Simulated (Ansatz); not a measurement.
## Te (model structure, started from the diamond type, Fd-3m, No. 227, 2 atoms in the cell)

These are PBEsol (plane waves, PAW; Ansatz, an electronic-structure program) values and carry that method's errors.

Settings: plane-wave cutoff 500 eV, 12×12×12 k mesh, Fermi–Dirac smearing 0.05 eV, scalar-relativistic PAW data made under PBE.

Cell (relaxed at this level):

```cif
data_Te2
_chemical_formula_sum 'Te2'
_space_group_name_H-M_alt 'P 1'
_space_group_IT_number 1
_cell_length_a 4.99186
_cell_length_b 4.99186
_cell_length_c 4.99186
_cell_angle_alpha 60.000
_cell_angle_beta 60.000
_cell_angle_gamma 60.000
loop_
_space_group_symop_operation_xyz
  'x, y, z'
loop_
_atom_site_label
_atom_site_type_symbol
_atom_site_fract_x
_atom_site_fract_y
_atom_site_fract_z
_atom_site_occupancy
Te1 Te 0.75000 0.75000 0.75000 1
Te2 Te 0.50000 0.50000 0.50000 1
```

For Te (model structure, started from the diamond type, Fd-3m, No. 227, 2 atoms in the cell), the band gap comes out as zero (no gap).

Note: the relaxation could raise the start's symmetry but not lower it, so the cell can be a saddle point.

Spin–orbit coupling is not included.

Computed values are for the static lattice.

Cost on a shared machine: about 21 core-seconds (a rough figure).

A model structure was made by putting elements into a prototype or built by hand; it is no filed structure, need not be a known phase, and can be a saddle point held by its symmetry.
